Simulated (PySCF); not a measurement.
Structure with atom numbers: `[CH3:1][c:2]1[cH:3][cH:4][o:5][n:6]1`. Hydrogens are named by the atom that carries them.

- σ from GIAO-B97-2/pcSseg-2
- coordinates at the PBE0-D3(BJ)/def2-TZVP level
- program: PySCF 2.14.0 with density-fitted response routines
- isolated molecule, a single conformation, relativity neglected, fast rotation and ring inversion assumed for equivalent nuclei

Shifts are taken against calculated references (same method and geometry level): ¹³C, ¹H against TMS; ¹⁷O against H2O; NH3 for ¹⁵N.

| atoms | nucleus | count | δ (ppm) |
| --- | --- | --- | --- |
| C1 | ¹³C | 1 | 13.9 |
| H(C3) | ¹H | 1 | ? |
| H(C4) | ¹H | 1 | 8.41 |
| N6 | ¹⁵N | 1 | 409.5 |
| O5 | ¹⁷O | 1 | 398.5 |
| C2 | ¹³C | 1 | 165.9 |
| C4 | ¹³C | 1 | ? |
| C3 | ¹³C | 1 | ? |
| H(C1) | ¹H | 3 | 2.36 |

Fill in the missing shifts.

Answers


- C4: 165.0 ppm, aromatic CH next to the ring oxygen
- C3: 109.3 ppm, aromatic CH
- H(C3): 6.26 ppm, hydrogen on an aromatic CH; it sits in the deshielding region of the aromatic ring current

Shifts are as computed. Against solution values, carbons near 30 ppm lie about +3 ppm off and those near 130 ppm about +7 ppm. Of 1211 compounds with measured shifts, 218 miss one by over three times the rms of a fit or turn the order of signals round; such compounds aren't used in these exercises. Unscaled 17O shifts of doubly bonded oxygen tend to come out too high, by tens of ppm or more. Experimental scales use liquid or dissolved standards, which lie at an offset from isolated NH3 (liquid NH3: subtract about 20 ppm) and H2O (liquid H2O: subtract about 36 ppm). Unscaled 15N shifts of sp2 nitrogen come out 20 to 40 ppm too high even then.
